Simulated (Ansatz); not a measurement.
Worked example: correlation energy of H$_{3}$Si–AsH$_{2}$, singlet

Geometry: a PBE0/def2-TZVP stationary point for this spin, not checked as a minimum.

| atom | x (Å) | y (Å) | z (Å) |
| --- | --- | --- | --- |
| Si | -0.0286 | 0.0000 | 1.6719 |
| As | 0.0384 | 0.0000 | -0.6936 |
| H | 0.6883 | -1.2086 | 2.1561 |
| H | 0.6883 | 1.2086 | 2.1561 |
| H | -1.4075 | 0.0000 | 2.2252 |
| H | -1.0136 | -1.0975 | -0.7832 |
| H | -1.0136 | 1.0975 | -0.7832 |

Basis cc-pVDZ; Ansatz 0.2.0. Correlated methods freeze the noble-gas cores and the filled d shells of p-block atoms, which leaves 14 electrons in 51 orbitals. R marks a restricted (for open shells ROHF) determinant. No spin–orbit coupling is included, and no scalar relativity.

Full CI isn't at hand for all of this; RCCSDT(Q) serves as the reference, and is uncertain by about the last step of the cluster series.

Runs differ by some tens of microhartree through their thresholds, so steps under 0.03 kcal/mol mean nothing.

| level | total energy (hartree) |
| --- | --- |
| RHF | -2526.004551 |
| RMP2 | -2526.226597 |
| RCCSD | -2526.273246 |
| RCCSD(T) | -2526.280078 |
| RCCSDT | -2526.281159 |
| RCCSDT(Q) | -2526.281495 |

**Question.** What is the correlation energy at RCCSDT(Q), and what share of it do RMP2 and RCCSDT recover?

**Answer.** E(corr) = -2526.281495 − (-2526.004551) = -0.276944 hartree = -7.536 eV. RMP2: -0.222046 / -0.276944 = 80.18 %. RCCSDT: -0.276608 / -0.276944 = 99.88 %.

**Question.** By how many kcal/mol does RCCSD(T) miss RCCSDT(Q) (1 hartree = 627.509 kcal/mol), and which steps make up the rest?

**Answer.** -2526.280078 − (-2526.281495) = 0.001417 hartree = 0.89 kcal/mol. Steps: RCCSDT − RCCSD(T) = -0.68, RCCSDT(Q) − RCCSDT = -0.21 kcal/mol. Differences between like states or geometries often cancel part of this.
